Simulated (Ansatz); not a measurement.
How far each method lies from full CI for BH, singlet

Geometry: a PBE0/def2-TZVP stationary point for this spin.

```xyz
2

B     0.0000    0.0000    0.0000
H     0.0000    0.0000    1.2410
```

Basis cc-pVQZ; Ansatz 0.2.0. Correlated methods freeze the noble-gas cores, which leaves 4 electrons in 84 orbitals. Prefix R: restricted or restricted open-shell reference; prefix U: unrestricted. Active spaces: valence = (4e, 5o) chosen from the atoms' valence shells.

Full CI is exact within this basis and frozen core; it isn't the basis-set limit. The frozen core follows each run's orbitals, which can shift R against U totals by a few meV.

The UHF ⟨S²⟩ is 0.476. The T1 diagnostic (RCCSD) is 0.0139 and the largest doubles amplitude (RCCSD) is 0.098.

| level | E − E(RHF) (eV) |
| --- | --- |
| RMP2 | -2.1273 |
| RCCSD | -2.7655 |
| RCCSD(T) | -2.8260 |

Question: Estimate how far full CI in cc-pVQZ lies from RCCSD(T). The table doesn't fix it; the size of (T) and the diagnostics are the guide.

Answer: Full CI in cc-pVQZ lies 1.3 kJ/mol below RCCSD(T), which is 23 % of the (T) step (-5.8 kJ/mol). RHF is unstable towards spin polarisation, but (T) still catches most of what CCSD lacks.

The other levels:

```json
{"level": "BCCD(T)", "E − E(full CI) (kJ/mol)": "1.3", "share of correlation (%)": "99.51", "wall time": "1.3 s"}
{"level": "RCCSDT", "E − E(full CI) (kJ/mol)": "0.2", "share of correlation (%)": "99.91", "wall time": "–"}
{"level": "RCCSDT(Q)", "E − E(full CI) (kJ/mol)": "0.0", "share of correlation (%)": "99.98", "wall time": "11 s"}
{"level": "CASSCF (valence space)", "E − E(full CI) (kJ/mol)": "126.7", "share of correlation (%)": "53.76", "wall time": "–"}
{"level": "NEVPT2 (valence space)", "E − E(full CI) (kJ/mol)": "37.3", "share of correlation (%)": "86.37", "wall time": "2.4 s"}
{"level": "MRCISD (valence space)", "E − E(full CI) (kJ/mol)": "3.9", "share of correlation (%)": "98.56", "wall time": "–"}
{"level": "MRCISD+Q (valence space)", "E − E(full CI) (kJ/mol)": "1.0", "share of correlation (%)": "99.63", "wall time": "3.2 s"}
```

The correlation energy at full CI, counted from RHF, is -2.840 eV. That run took 33 s on 1 thread of Arm Neoverse V1, shared host over 3,068,596 determinants.

Run but not shown, since their state or frozen core can't be matched to the reference's or they repeat it: UHF, UMP2, UCCSD, UCCSD(T), UCCSDT, UCCSDT(Q).

Times hold each run's SCF and search for its determinant on a shared host, so for small cases they say little of a method's own cost; they ran on 1 thread of Arm Neoverse V1.

The full-CI state has the irrep A1 of C2v, in the program's axes (one component, if the state is degenerate).

Natural occupations of full CI about the gap: 1.954 1.855 0.065 0.065 0.023 0.009 0.007 0.007 0.007 0.002; effectively unpaired electrons, Σ n²(2−n)², 0.11.

Atomization energy (electronic, same basis, no zero-point term; atoms at the same level, unrestricted beside the R rows where the molecule is a closed shell, with restricted open-shell steps beyond CCSDT(Q)) at full CI: 352.8 kJ/mol. Errors of other levels:

```json
{"level": "RHF", "error (kJ/mol)": "-94.7"}
{"level": "RMP2", "error (kJ/mol)": "-12.9"}
{"level": "RCCSD", "error (kJ/mol)": "-2.3"}
{"level": "RCCSD(T)", "error (kJ/mol)": "-0.3"}
{"level": "BCCD(T)", "error (kJ/mol)": "-0.2"}
{"level": "RCCSDT", "error (kJ/mol)": "-0.3"}
{"level": "RCCSDT(Q)", "error (kJ/mol)": "-0.1"}
{"level": "CASSCF (valence space)", "error (kJ/mol)": "-27.8"}
{"level": "NEVPT2 (valence space)", "error (kJ/mol)": "-15.6"}
{"level": "MRCISD (valence space)", "error (kJ/mol)": "-2.8"}
{"level": "MRCISD+Q (valence space)", "error (kJ/mol)": "-2.6"}
```

This basis is far from its limit, so the value isn't to be set against a measured one. Truncated CI isn't size-consistent, which counts against it in atomization.
